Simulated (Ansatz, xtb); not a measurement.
## Ranking isomers of AlH4PS

4 gas-phase structures of AlH4PS, found in a search over its isomers (lower ones may exist). Each was relaxed with GFN2-xTB; where two conformers were screened, the lower at r2SCAN-D4/def2-SVP is listed:

A. a singlet given by its coordinates
B. `[PH2][AlH][SH]`, a singlet
C. `[AlH2-]1[PH][SH+]1`, a singlet
D. a singlet given by its coordinates

D (Å):

```yaml
atoms:
  - { symbol: Al, position_ang: [-0.8667, 2.1243, -1.2729] }
  - { symbol: P, position_ang: [0.3277, -0.0774, -1.4282] }
  - { symbol: S, position_ang: [0.7136, 1.5167, -2.7342] }
  - { symbol: H, position_ang: [-2.3357, 1.9048, -1.6626] }
  - { symbol: H, position_ang: [-0.4281, 2.8228, 0.0224] }
  - { symbol: H, position_ang: [0.1989, -1.1057, -2.3590] }
  - { symbol: H, position_ang: [1.6376, -0.4225, -1.0996] }
```

Close contacts (Å): Al1–P2 2.51, Al1–S3 2.24, P2–S3 2.10, Al1–H4 1.54, Al1–H5 1.54, P2–H6 1.39, P2–H7 1.39.

A (Å):

```xyz
7

Al   -0.6411    1.9538   -1.6273
P     0.3501   -0.6895   -1.2319
S    -1.6112    0.0814   -0.9819
H    -0.5841    2.2881   -3.1256
H     0.0069    2.8619   -0.5699
H     1.0862    0.3463   -0.5958
H     0.6637   -0.1160   -2.4934
```

Close contacts (Å): Al1–P2 2.85, Al1–S3 2.21, P2–S3 2.12, Al1–H4 1.54, Al1–H5 1.54, P2–H6 1.42, P2–H7 1.42.

Q: Make a reasoned guess at their ranking by r2SCAN-D4/def2-SVP single-point energy.

A: Calculated order at r2SCAN-D4/def2-SVP: B (0.0), D (13.4), A (16.1), C (22.5) kcal/mol.

Energies above the lowest of each column, in kcal/mol; the last columns are at B3LYP-D3(BJ)/def2-SVP geometries and were run for some of them only (a dash: not run or not comparable):

```tsv
structure	GFN2-xTB	HF/STO-3G	r2SCAN-D4/def2-SVP	B3LYP-D3(BJ)/def2-SVP	CCSD(T)/def2-TZVP
B	14.1	0.0	0.0	0.0	0.0
D	0.0	13.2	13.4	13.2	11.3
A	6.4	18.1	16.1	15.9	14.2
C	19.7	23.7	22.5	–	–
```

CCSD(T)/def2-TZVP puts B lowest of those it was run on; GFN2-xTB picks D. Flexible structures stand in one conformer each, not always the lowest. Frequencies (B3LYP-D3(BJ)/def2-SVP) were run for A, B, D alone.

Over these structures GFN2-xTB departs from r2SCAN-D4/def2-SVP by 8.6 kcal/mol on average once a common shift is removed. A GFN2-xTB relaxation took about 0.32 s and the r2SCAN-D4/def2-SVP energy about 3.3 s on a shared host (Ansatz 0.2.0, xtb 6.7.1).
